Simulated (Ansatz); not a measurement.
Ansatz (a first-principles code) input (CCSD(T)/cc-pVTZ):

Ansatz 0.2 input:
```yaml
crystal:
  periodic: [false, false, false]
  atoms:
    - {symbol: C, position_ang: [0.00176673, 0.00714570, 0.88419070]}
    - {symbol: C, position_ang: [0.04670761, -0.65758549, -0.40958024]}
    - {symbol: C, position_ang: [0.05610059, 0.65012942, -0.42016747]}
    - {symbol: H, position_ang: [-0.79093572, 0.01888418, 1.63082063]}
    - {symbol: H, position_ang: [0.07046944, -1.57805318, -0.96603229]}
    - {symbol: H, position_ang: [0.09301667, 1.56103119, -0.99144626]}
basis:
  gaussian:
    orbitals: cc-pVTZ
magnetization: {spin_polarized: true, initial_magnetization: 1}
correlation: {method: ccsd_t, electrons: outside_noble_gas}
```

End of the output:

```
determinant -3133.52288079 eV, -115.1548418911 hartree, with singles and doubles -3146.33290170 eV, -115.6256014765 hartree
3 core orbitals not correlated
reference -3135.69748080 eV, -115.2347569673 hartree; 8, 7 occupied and 121, 122 virtual orbitals, 745 factors
second order -12.22036335 eV of doubles, -0.00000000 eV of singles
coupled cluster: 1.03 GiB planned
cycle   1  -12.76444971 eV  change   -9.6e-1 eV  update   2.1e-2
cycle   2  -12.79996691 eV  change   -3.6e-2 eV  update   4.5e-3
cycle   3  -12.79606670 eV  change    3.9e-3 eV  update   1.8e-3
cycle   4  -12.79721183 eV  change   -1.1e-3 eV  update   7.6e-4
cycle   5  -12.79714698 eV  change    6.5e-5 eV  update   3.3e-4
cycle   6  -12.79714750 eV  change   -5.2e-7 eV  update   1.2e-4
cycle   7  -12.79722469 eV  change   -7.7e-5 eV  update   4.1e-5
cycle   8  -12.79721874 eV  change    5.9e-6 eV  update   1.5e-5
perturbative correction -0.62897935 eV, -0.0231145649 hartree
Total energy: -3149.12367889 eV, -115.7281606466 hartree
```

It need not be the lowest isomer of its formula.
